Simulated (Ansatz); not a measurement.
Run this with the Ansatz DFT code, driven from Python and show what comes out.

`torsion_c3h6o2.py`:
```python
import ansatz as az
from ase import Atoms

BASIS = "6-31G*"
XC = "pbe0"
FORCE_TOL = 0.02

atoms = Atoms(["C", "C", "O", "C", "O", "H", "H", "H", "H", "H", "H"], positions=[
    [-1.0693, 0.0959, 0.6596],
    [0.3255, -0.1488, 0.292],
    [1.0834, 0.9912, 0.6102],
    [0.5266, -0.4819, -1.1868],
    [1.3097, -0.0016, -1.9305],
    [-1.2121, 0.4057, 1.7087],
    [-1.4679, 1.0039, 0.0879],
    [-1.7229, -0.6999, 0.4222],
    [0.7016, -0.9844, 0.9098],
    [1.8361, 1.0326, -0.0168],
    [-0.2454, -1.2696, -1.5358],
])

first = (
    az.Crystal.molecule_from_ase(atoms).calculation()
    .basis(gaussian=BASIS)
    .functional(XC)
    .scf(lower_state_search="standard")
    .relax(force_tolerance=FORCE_TOL, max_steps=80)
)
atoms.positions = first.run().report["positions_ang"]

start = atoms.get_dihedral(0, 1, 2, 9)
energies = {}
for turn in range(0, 360, 40):
    turned = atoms.copy()
    turned.set_dihedral(0, 1, 2, 9, start + turn, indices=[2, 9])
    calc = az.Crystal.molecule_from_ase(turned).calculation()
    calc = calc.basis(gaussian=BASIS).functional(XC)
    calc = calc.scf(lower_state_search="standard")
    energies[round((start + turn) % 360)] = calc.run().report["free_energy_ev"]
floor = min(energies.values())
print("dihedral C0-C1-O2-H9 (deg)   E - E(min) (kcal/mol)")
for angle, e in sorted(energies.items()):
    print(f"{angle:8d} {23.060548 * (e - floor):14.3f}  " + "#" * int(30 * (e - floor) / max(max(energies.values()) - floor, 1e-9)))
```

Running `python torsion_c3h6o2.py` prints:
```text
dihedral C0-C1-O2-H9 (deg)   E - E(min) (kcal/mol)
      34          7.720  ############################
      74          7.490  ###########################
     114          8.240  ##############################
     154          6.151  ######################
     194          2.501  #########
     234          0.000
     274          2.605  #########
     314          5.896  #####################
     354          8.141  #############################
```

These settings explore the input space; basis and method may be short of convergence. The scan is rigid and the energies are electronic, in a modest basis. With rigid groups the curve can differ much from the relaxed path, the start wasn't checked as a minimum of this torsion, and equivalent turns needn't return to the same energy. Hardware and time: 44 s on 1 thread of Intel(R) Xeon(R) 6975P-C (Granite Rapids), on a shared host, peak memory 0.25 GiB.

(Lines on the test bed's own set-up are left out of the output.)
